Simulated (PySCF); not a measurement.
Species: C3H2ClN.
Structure used (PBE0-D3(BJ)/def2-SVP), in Å, numbered top down from 1:
```
atom  x, y, z in Å
N1     2.5807    0.4145   -0.0063
C2     1.4878    0.0273    0.0117
C3     0.1605   -0.4840    0.0342
C4    -0.9441    0.2774    0.0532
Cl5   -0.9361    1.9821    0.0524
H6     0.0433   -1.5714    0.0367
H7    -1.9401   -0.1707    0.0707
```

Computed, not measured: core-valence-separated Tamm–Dancoff BHandHLYP/aug-pcX-1 (pcseg-1 on H, def2-SVPD on Cl) in PySCF, non-relativistic, gas phase, PBE0-D3(BJ)/def2-SVP geometry. No empirical shift is added; at this level the pattern usually sits a few eV under experiment.

Problem. What does the N 1s absorption edge look like?

Solution. 
```csv
E (eV),f,core hole on,main final orbital,polarisation
396.63,0.0554,N1,LUMO (72 %),out of plane
397.25,0.0643,N1,LUMO+6 (72 %),in plane
401.37,0.0004,N1,LUMO+4 (32 %),–
402.21,0.0013,N1,LUMO+1 (52 %),in plane
402.42,0.0089,N1,LUMO+14 (44 %),out of plane
402.50,0.0010,N1,LUMO+3 (44 %),in plane
402.58,0.0000,N1,spread,–
```

The first line with a tenth or more of the strongest one's intensity is at 396.63 eV (f = 0.055), with the hole on N1 (nitrile nitrogen), polarised out of plane: a 1s→π* resonance. The strongest listed is at 397.25 eV (f = 0.064; N1).

Problem. List the carbon K-edge absorption lines.

Solution. 
```tsv
E (eV)	f	core hole on	main final orbital	polarisation
283.08	0.0454	C3	LUMO (89 %)	out of plane
283.45	0.0625	C4	LUMO (90 %)	out of plane
283.55	0.0447	C2	LUMO (77 %)	out of plane
283.99	0.0629	C2	LUMO+6 (71 %)	in plane
286.41	0.0570	C4	LUMO+2 (33 %)	in plane
286.67	0.0143	C3	LUMO+1 (68 %)	in plane
287.27	0.0387	C2	LUMO+14 (42 %)	out of plane
287.45	0.0006	C2	LUMO+1 (33 %)	–
287.62	0.0111	C3	LUMO+2 (47 %)	in plane
287.90	0.0164	C4	LUMO+1 (79 %)	in plane
288.06	0.0070	C3	LUMO+6 (33 %)	in plane
288.27	0.0039	C2	LUMO+4 (37 %)	in plane
288.38	0.0021	C2	LUMO+1 (43 %)	in plane
288.67	0.0013	C2	LUMO+3 (67 %)	in plane
288.67	0.0039	C3	LUMO+6 (31 %)	in plane
```

The first line with a tenth or more of the strongest one's intensity is at 283.08 eV (f = 0.045), with the hole on C3 (alkene CH carbon), polarised out of plane: a 1s→π* resonance. The strongest listed is at 283.99 eV (f = 0.063; C2).

Roots within 0.03 eV whose holes lie on the same, on equivalent or on shared atoms are summed into one line, and the highest roots are left out, as the search may have cut off their partners. Final orbitals are the ground state's empty Kohn–Sham orbitals. A dash: too weak, shared between unlike atoms, or no plane or axis to refer to.

Problem. What is the summed oscillator strength of the listed N K lines, and their intensity-weighted mean energy?

Solution. Σf = 0.131 over 7 lines from 396.63 to 402.58 eV; the weighted mean is 397.45 eV. The strongest line holds 49 % of the sum.

The list ends where the root search ended, not at a threshold.
